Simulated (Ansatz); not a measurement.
**Voigt–Reuss–Hill bulk modulus of 1T (CdI2-type) SnSe2 at several levels of theory**

No measured value is used here.

```tsv
level (code)	value (GPa)	cell (Å³/atom)
LDA (Ansatz)	38.2	24.56
PBE (Ansatz)	13.5	30.32
r²SCAN (Ansatz)	22.9	27.80
HSE06 (Ansatz)	[?]	29.36
```

Task: Some entries are withheld; supply them.

Result: 
- HSE06 (Ansatz, a quantum-chemistry and plane-wave program), value (GPa): 15.9

LDA: LDA has no dispersion term either, though it tends to give short spacings of layers, chains or molecules. PBE, r²SCAN, HSE06: the cell comes from a level without a dispersion term, which matters for the spacing of layers, chains or molecules. Each level is taken at its own relaxed cell. Cutoffs and k meshes differ between the levels. Ansatz's density-functional and Hartree–Fock values are scalar-relativistic unless marked +SOC, with PAW data made under PBE.
